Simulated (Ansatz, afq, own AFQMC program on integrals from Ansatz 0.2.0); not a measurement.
Two steps: Ansatz 0.2.0 writes the Fock matrix and Cholesky factors of the valence space, and afq projects on them the lowest state that overlaps trial and start.

```yaml
crystal:
  periodic: [false, false, false]
  atoms:
    - {symbol: Si, position_ang: [-1.171874, 0.006317, 0.021992]}
    - {symbol: Al, position_ang: [1.416563, -0.007636, -0.026584]}
    - {symbol: H, position_ang: [-1.748562, 1.388936, 0.007564]}
    - {symbol: H, position_ang: [-1.736469, -0.658410, 1.240098]}
    - {symbol: H, position_ang: [-1.781536, -0.702136, -1.148828]}
basis:
  gaussian: {orbitals: cc-pVTZ}
magnetization: {spin_polarized: true, initial_magnetization: 0}
correlation: {method: ccsd_t, electrons: outside_noble_gas, hamiltonian_folder: ham}
```

```sh
$ ansatz run in.yaml --threads 1 --pin off --events-out ev --progress --plain --max-ram 16896MiB --backend cuda --devices 0, --max-vram 18GiB
```

afq runs on the folder ham with

```
--method phaseless --trial hf --walkers 1000 --populations 20 --least-time 40 --time-step 0.005 --steps-per-block 20 --equilibration-blocks 112 --max-blocks 4000 --target-error 0.0009500 --factor-cut 1e-05 --start spin_pure --seed 4392 --taylor-order 6
```

Times are imaginary, in 1/Eh. The walk had a cap of 89 s. With eight or more populations the least sampling time is a fifth of least-time, and the error comes from their spread.

afq prints:

```
orbitals 100  electrons 5 5  factors 627 of 649
reference energy -532.57283911 Eh
CCSD correlation -0.22503586 Eh in 12 cycles, weight of the determinant in the CISD state 0.8455
energy of the start -532.572839 Eh
 block  time / (1/Eh)  mean weight  energy / Eh
     1     0.100  1.0008  -532.613518
     2     0.200  1.0010  -532.643503
     3     0.300  1.0013  -532.665954
     4     0.400  1.0013  -532.684840
     5     0.500  1.0007  -532.699870
     7     0.700  1.0005  -532.724256
     9     0.900  1.0006  -532.739664
    14     1.400  1.0002  -532.765466
    40     4.000  1.0000  -532.800568
    53     5.300  1.0001  -532.815483
    66     6.600  1.0001  -532.802042
    92     9.200  0.9997  -532.795828
   118    11.800  1.0002  -532.804629
   144    14.400  0.9999  -532.813669
   170    17.000  1.0001  -532.802927
   196    19.600  1.0000  -532.802489
   222    22.200  1.0001  -532.805359
   248    24.800  1.0001  -532.804141
   274    27.400  1.0000  -532.811684
   300    30.000  1.0002  -532.811023
   326    32.600  1.0002  -532.801083
   352    35.200  0.9991  -532.802947
   378    37.800  0.9998  -532.802930
   404    40.400  1.0003  -532.813248
   430    43.000  1.0001  -532.801561
   456    45.600  0.9990  -532.799499
   482    48.200  1.0004  -532.808885
   508    50.800  0.9997  -532.811445
   534    53.400  0.9998  -532.801555
error from the spread of 20 populations
energy -532.805912 +/- 0.000914 Eh
(rows thinned)
```

The run passed its tests (sampling time, drift between the halves within three errors, error under three times the target), which doesn't prove that it has relaxed.

Against this walk (error 24.9 meV) on the same determinant: CCSD(T) 19.4 meV higher (within the noise), CCSDT(Q) 23.3 meV lower (within the noise), a separate phaseless walk with a CISD trial and standard settings 20.1 ± 25.4 meV lower (within the noise). The error is statistical and leaves out the bias of the constraint.

Cautions: constraint bias not in the error; an unrestricted solution with more broken spin lies lower (36 meV, ⟨S²⟩ 0.28), while this determinant keeps restricted orbitals.

The walk took 53 s on 1 × NVIDIA H100 80GB HBM3 with 2 threads of AMD EPYC 7R13 Processor (Zen 3), on a shared host (the card was shared). The log's last line is the phaseless energy.

CCSDT and higher add their correlation energy to the determinant of the CCSD(T) run, since their own runs factorise the integrals more tightly (a shift of under 2 meV). A walk keeps the symmetry of its determinant, which the program's search chose and which needn't be the lowest solution, so a lower state of the same spin and another symmetry isn't excluded.
